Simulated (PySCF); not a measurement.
Compound: C₆H₈.
SMILES with atom numbers: `[CH2:1]=[CH:2][C@@H:3]1[CH2:4][C:5]1=[CH2:6]` (hydrogens: H7, H8 on C1; H9 on C2; H10 on C3; H11, H12 on C4; H13, H14 on C6)

Cartesian coordinates in Å at the GFN2-xTB level; atoms count from 1:
```xyz
14
C6H8 angstrom
C     -2.4242   -0.1231   -0.5889
C     -1.3128    0.1881    0.0570
C     -0.0540   -0.5633   -0.0558
C      0.8760   -0.6611    1.1538
C      1.2318    0.1576   -0.0002
C      2.0608    0.9832   -0.5820
H     -2.4766   -0.9725   -1.2504
H     -3.3240    0.4577   -0.4847
H     -1.2815    1.0477    0.7140
H     -0.1087   -1.4327   -0.7020
H      1.3959   -1.5939    1.3203
H      0.5732   -0.1650    2.0658
H      2.9856    1.2794   -0.1124
H      1.8580    1.3975   -1.5567
```

Closed-shell single points with PySCF (density fitting; grid level 2 and gas phase unless stated) on one GFN2-xTB geometry.

Question: Rank these settings by the HOMO energy, lowest first.
A. KT2/def2-SVP, start guess atom
B. PBE0/def2-TZVP, start guess sap, fitting basis def2-universal-jkfit
C. CAM-B3LYP/pcseg-1
D. B3LYP/def2-SVPD

Answer: C (-8.32 eV), B (-7.01 eV), D (-6.83 eV), A (-5.81 eV).

Question: Rank these settings by the number of (spherical) basis functions, lowest first.
A. KT2/def2-SVP, start guess atom
B. PBE0/pcSseg-1
C. PBE0/def2-TZVP, start guess sap, fitting basis def2-universal-jkfit
D. B3LYP/def2-SVPD

Answer: A (124), B (142), D (184), C (234).

All figures of these runs:

| settings | basis functions | SCF cycles | E (Eh) | HOMO (eV) | LUMO (eV) | dipole (D) |
| --- | --- | --- | --- | --- | --- | --- |
| PBE0/def2-TZVP, start guess sap, fitting basis def2-universal-jkfit | 234 | 15 | -233.1530 | -7.01 | -0.07 | 0.45 |
| KT2/def2-SVP, start guess atom | 124 | 12 | -237.3442 | -5.81 | -0.85 | 0.40 |
| B3LYP/def2-SVPD | 184 | 13 | -233.2050 | -6.83 | -0.32 | 0.44 |
| CAM-B3LYP/pcseg-1 | 124 | 12 | -233.1728 | -8.32 | 1.16 | 0.37 |
| PBE0/pcSseg-1 | 142 | 13 | -233.0415 | -7.03 | -0.01 | 0.39 |

Cycle counts include a coarse-grid stage where the run had one. KT2 was designed for NMR shieldings or shifts; total energies of different functionals aren't comparable.

One conformer stands for the species.
